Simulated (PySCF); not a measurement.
# C5H10F: g tensor and hyperfine couplings

Species: C5H10F (doublet state).
Z-matrix (Å and degrees, PBE0-D3(BJ)/def2-SVP geometry), rows numbered from 1:
```
C 
C   1  1.4843
C   2  1.4939  1  122.77
C   3  1.5239  2  112.78  1   158.31
C   3  1.5272  2  110.35  1   -77.35
F   5  1.3746  3  110.73  2   176.75
H   1  1.1024  2  111.79  3  -148.34
H   1  1.1093  2  112.57  3    92.70
H   1  1.1020  2  111.67  3   -27.24
H   2  1.0961  1  118.50  3  -167.97
H   3  1.1073  2  108.25  1    37.95
H   4  1.0989  3  110.65  2   177.90
H   4  1.0995  3  111.02  2   -61.42
H   4  1.1026  3  110.72  2    58.33
H   5  1.1050  3  110.19  2   -63.18
H   5  1.1035  3  110.65  2    56.64
```

The hyperfine couplings belong to this conformer and change with its torsions.

The species is `C[CH][C@@H](C)CF` [radical].

Method used: UKS B3LYP, IGLO-III on C F, pcH-1 on H, non-relativistic, mean-field spin-orbit, GIAO in PySCF 2.14.0. Isolated species at its PBE0-D3(BJ)/def2-SVP geometry (one conformer only). No stability test was run, so a lower SCF solution isn't excluded.

* g1, g2, g3: 2.00212, 2.00266, 2.00289
* g_iso: 2.00255
* Form of g: rhombic: the two nearest values differ by 30 % of g3 − g1
* ⟨S²⟩: 0.7542 (exact 0.7500)
* α and β electrons: 25, 24
* HOMO–LUMO gap, α and β orbitals: 6.29, 7.28 eV
* Total energy: -296.46410 Eh

Hyperfine couplings atom by atom, in G; T1 to T3 are the principal values of the dipolar part; ρ(0) is the spin density at the nucleus (MHz turned into gauss with g_iso; 10 G = 1 mT):

| atom | isotope | a_iso | T1 | T2 | T3 | Mulliken spin population | ρ(0) (bohr⁻³) |
| --- | --- | --- | --- | --- | --- | --- | --- |
| C1 | 13C | -11.6 | -0.9 | 0.0 | 0.9 | -0.09 | -0.0289 |
| C2 | 13C | 36.3 | -27.9 | -27.5 | 55.4 | 1.05 | 0.0905 |
| C3 | 13C | -10.2 | -0.7 | 0.0 | 0.7 | -0.08 | -0.0253 |
| C4 | 13C | 5.3 | -0.6 | -0.6 | 1.2 | 0.01 | 0.0133 |
| C5 | 13C | 35.2 | -1.5 | -1.4 | 2.9 | 0.04 | 0.0877 |
| F6 | 19F | 13.5 | -9.3 | -7.6 | 16.9 | 0.01 | 0.0090 |
| H7 | 1H | 21.7 | -1.7 | -1.5 | 3.2 | 0.02 | 0.0136 |
| H8 | 1H | 54.9 | -1.8 | -1.0 | 2.8 | 0.07 | 0.0344 |
| H9 | 1H | 7.3 | -1.6 | -1.4 | 3.0 | 0.01 | 0.0046 |
| H10 | 1H | -21.9 | -13.3 | -0.1 | 13.4 | -0.05 | -0.0137 |
| H11 | 1H | 14.8 | -1.8 | -1.5 | 3.3 | 0.02 | 0.0093 |
| H12 | 1H | 0.9 | -0.7 | -0.6 | 1.2 | 0.00 | 0.0005 |
| H13 | 1H | -0.6 | -1.4 | -0.9 | 2.3 | 0.00 | -0.0004 |
| H14 | 1H | -0.6 | -1.0 | -1.0 | 2.0 | 0.00 | -0.0004 |
| H15 | 1H | -1.4 | -1.7 | -0.6 | 2.4 | 0.00 | -0.0009 |
| H16 | 1H | -1.4 | -1.6 | -0.7 | 2.3 | 0.00 | -0.0009 |

The largest Mulliken spin populations are on C2 (+1.05), C1 (-0.09), C3 (-0.08) and H8 (+0.07). No atom but C2 exceeds +0.15. The positive populations add up to 1.23 and the negative ones to -0.23, together 2S = 1. The angles at C2 add up to 358.9°, so it is planar; its axial dipolar tensor and the negative coupling of its proton fit spin in a p orbital normal to that plane.

Axes: g2 points within 7° of the C1–C2 bond.

Under fast tumbling the dipolar parts average out, and these isotropic splittings remain: 3 × 1H (H7/H8/H9, I = 1/2, 4 lines) with 2.79 mT, 1 × 1H (H10, I = 1/2, 2 lines) with 2.19 mT, 1 × 1H (H11, I = 1/2, 2 lines) with 1.48 mT, 1 × 19F (F6, I = 1/2, 2 lines) with 1.35 mT, 1 × 1H (H16, I = 1/2, 2 lines) with 0.14 mT and 1 × 1H (H15, I = 1/2, 2 lines) with 0.14 mT.

Means are taken over nuclei equivalent by connectivity, which assumes that they swap fast. The three 1H nuclei of mean +78.3 MHz run from 20.4 to 153.8 MHz in the frozen geometry.

The 13C coupling of C2 (101.7 MHz) shows only in satellite lines or after enrichment, since that isotope makes up about 1.07 % of natural carbon.

β density exceeds α density at some nuclei, such as C1 (-0.0289), C3 (-0.0253) and H10 (-0.0137), spin density in bohr⁻³. In a single determinant that takes different orbitals for the two spins, that is spin polarisation.
